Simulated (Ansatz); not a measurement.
This session for a comparison of dispersion corrections of C₅H₆, SMILES C=C=CC=C with the Python package of Ansatz (0.2.0) holds a mistake.

The cells in order, each with its output:

**Cell 1**
```python
import ansatz
from ase import Atoms

atoms = Atoms(["C", "C", "C", "C", "C", "H", "H", "H", "H", "H", "H"], positions=[
    (-0.724, 2.2061, -0.8818),
    (-0.6678, 1.0254, -0.4723),
    (-0.5908, -0.1951, -0.0628),
    (0.7805, -0.7295, 0.3737),
    (0.8555, -2.0025, 0.8),
    (-0.9867, 3.073, -0.2029),
    (-0.618, 2.4881, -1.94),
    (-1.4029, -0.8094, -0.0223),
    (1.5791, -0.0688, 0.3752),
    (1.8306, -2.357, 1.1514),
    (0.01, -2.6874, 0.9024),
])
system = ansatz.Crystal.molecule_from_ase(atoms)
```

**Cell 2**
```python
base = system.calculation().basis(gaussian="def-2SVP")
for name in ["pbe", "b3lyp"]:
    for correction in ("d3bj", "d4"):
        rep = base.functional(name, dispersion=correction).run().report
        print(f"{name:8s} {correction:5s} total {rep['free_energy_ev']:.5f} eV, of which dispersion {1000 * rep['dispersion']['energy']['ev']:.2f} meV")
```
Output:
```text
Traceback (most recent call last):
  File "<cell 2>", line 4, in <module>
    rep = base.functional(name, dispersion=correction).run().report
          ~~~~~~~~~~~~~~~~~~~~~~~~~~~~~~~~~~~~~~~~~~~~~~~~^^
  ...
ansatz.GaussianBasisError: pseudopotentials/gaussian/def-2svp.bse can't be read: No such file or directory (os error 2)
```

Why does it end like this?

The fault: the library has no basis set of that name. The correction:

```diff
--- before
+++ after
@@
 # %%
-base = system.calculation().basis(gaussian="def-2SVP")
+base = system.calculation().basis(gaussian="def2-SVP")
 for name in ["pbe", "b3lyp"]:
```

Run as a notebook:

(earlier cells as before)

**Cell 2**
```python
base = system.calculation().basis(gaussian="def2-SVP")
for name in ["pbe", "b3lyp"]:
    for correction in ("d3bj", "d4"):
        rep = base.functional(name, dispersion=correction).run().report
        print(f"{name:8s} {correction:5s} total {rep['free_energy_ev']:.5f} eV, of which dispersion {1000 * rep['dispersion']['energy']['ev']:.2f} meV")
```
Output:
```text
pbe      d3bj  total -5269.21397 eV, of which dispersion -207.73 meV
pbe      d4    total -5269.19917 eV, of which dispersion -192.92 meV
b3lyp    d3bj  total -5276.70767 eV, of which dispersion -353.34 meV
b3lyp    d4    total -5276.66206 eV, of which dispersion -307.72 meV
```

Notes:
- Total energies depend on the basis set; only differences at equal settings carry meaning.
- The geometry is a force-field or estimated start, not a minimum of this method, and the basis set is short of its limit. D4 holds the three-body term, and d3bj doesn't.
- b3lyp holds the VWN-RPA fit, as in Gaussian; the form of ORCA and Turbomole is b3lyp5.
- The whole script took 10 s on 1 thread of Arm Neoverse V1 (shared host), peak memory 0.24 GiB.
